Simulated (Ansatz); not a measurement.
Born–Oppenheimer molecular dynamics of BClH4 (6 atoms, charge 0, multiplicity 1). It starts at the highest image of a converged band, a first-order saddle point between two minima.

All numbers below come from RKS BLYP-D4/def2-SVP (Ansatz 0.2.0).

```
ensemble                      : NVE (velocity Verlet)
time step                     : 0.5 fs
steps asked                   : 200
starting velocities drawn for : 300 K
seed                          : 5885
```

First frame:

```xyz
6
Properties=species:S:1:pos:R:3
B 0.015 -0.272 0.012
Cl -0.002 0.049 2.171
H 1.076 0.152 -0.365
H -1.069 0.081 -0.371
H 0.057 -1.546 0.163
H 0.040 -1.134 1.245
```

Problem. How far do the bonds stretch over the last three quarters of this one trajectory? (Pairs bonded in most of those frames.)

Solution. 
| bond | mean (Å) | spread (Å) | shortest | longest |
| --- | --- | --- | --- | --- |
| B1–Cl2 | 1.789 | 0.136 | 1.60 | 2.08 |
| B1–H3 | 1.210 | 0.033 | 1.15 | 1.27 |
| B1–H4 | 1.209 | 0.030 | 1.16 | 1.26 |
| H5–H6 | 0.777 | 0.021 | 0.76 | 0.86 |

Pairs bonded in part of these frames only: B1–H6 5 %.

Mean temperature of the second half: 1786 K. The conserved energy stayed within 0.17 meV per atom of its start (net change 0.0012 meV per atom), so the integration is sound. The kinetic energy rose, since the run started high on the potential surface and went downhill. It ends in pieces (BClH2 + H2), so much of that is their flight and rotation, not heat. A run of 0.1 ps of so small a system gives no equilibrium averages. The orbitals stay closed-shell, which can raise the energy where a bond breaks towards radicals; this wasn't checked here.

Run time: 2.4 min on 1 thread of Arm Neoverse V2 (shared host), peak memory 0.091 GiB.
